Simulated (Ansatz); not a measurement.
**CeF3: a ladder of methods and basis sets**

The task here is to estimate one member of a computed series from the others.

Computed with Ansatz 0.2.0, Gaussian basis. Level: as each input shows.

The runs, in order: PBE-D4/def2-TZVP, r2SCAN-D4/def2-TZVP, revPBE-D4/def2-TZVP, PBE-QIDH/def2-TZVP, ωB97X-V/def2-TZVP, PBE-D4/def2-SVP, PBE0-D4/def2-SVP, CCSD(T)/def2-TZVP, RPA/def2-TZVP.

2 further runs of the same task are left out: 2 set aside as unsound or not needed.

## The relaxed structure

The doublet was relaxed beforehand with PBE-D4/def2-SVP.

4 atoms, charge 0, spin multiplicity 2.

Atoms are counted from 1 here; the program's logs count them from 0.

Bond lengths: Ce1–F2 2.061 Å, Ce1–F3 2.061 Å, Ce1–F4 2.061 Å. Angles: F2–Ce1–F3 108.5°, F2–Ce1–F4 108.5°, F3–Ce1–F4 108.5°.

As a file:

```xyz
4

Ce   -0.0097   -0.0031    0.5385
F     1.9347   -0.0208   -0.1450
F    -0.9437    1.6850   -0.1867
F    -0.9813   -1.6611   -0.2068
```

Ce takes a core potential in the def2 sets. No spin-orbit coupling is included.

PBE0-D4/def2-TZVP was run before; its log isn't repeated, and its numbers join the tables.

The first run:

start.molden holds the orbitals of an earlier run on this state, given as this run's starting guess.

Input file in.yaml:

```yaml
crystal:
  periodic: [false, false, false]
  atoms:
    - {symbol: Ce, position_ang: [-0.009700, -0.003125, 0.538464]}
    - {symbol: F, position_ang: [1.934702, -0.020839, -0.144979]}
    - {symbol: F, position_ang: [-0.943724, 1.685029, -0.186687]}
    - {symbol: F, position_ang: [-0.981268, -1.661064, -0.206798]}
basis:
  gaussian: {orbitals: def2-TZVP, initial_orbitals: start.molden}
magnetization: {spin_polarized: true, initial_magnetization: 1}
hamiltonian: {xc: pbe, dispersion: d4}
scf: {omitted_lower_state_checks: [starts]}
output: {orbitals: {seedname: orbitals}}
```

The run is started by

```sh
$ ansatz run in.yaml --threads 4 --pin off --events-out ev --progress --plain --max-ram 8704MiB
```

Among the steps run: PBE-D4/def2-TZVP; r2SCAN-D4/def2-TZVP; revPBE-D4/def2-TZVP; PBE-QIDH/def2-TZVP; ωB97X-V/def2-TZVP; PBE-D4/def2-SVP; PBE0-D4/def2-SVP; CCSD(T)/def2-TZVP; RPA/def2-TZVP.

One table of the session follows, with a row left open; its other results are not shown here.

| level | HOMO (eV) | LUMO (eV) | gap (eV) |
| --- | --- | --- | --- |
| PBE-D4/def2-SVP | -3.09 | -2.53 | 0.56 |
| PBE-D4/def2-TZVP | -3.50 | -2.93 | 0.57 |
| revPBE-D4/def2-TZVP | -3.46 | -2.83 | 0.63 |
| r2SCAN-D4/def2-TZVP | -3.62 | -2.42 | 1.20 |
| PBE0-D4/def2-SVP | -6.09 | -1.70 | 4.39 |
| PBE0-D4/def2-TZVP | ? | ? | ? |
| ωB97X-V/def2-TZVP | -9.11 | -0.33 | 8.78 |

Q: Estimate the row for PBE0-D4/def2-TZVP from the others.

As computed: HOMO (eV): -6.41; LUMO (eV): -1.84; gap (eV): 4.58. In the column «HOMO (eV)» it lies between ωB97X-V/def2-TZVP (-9.11) and PBE0-D4/def2-SVP (-6.09).
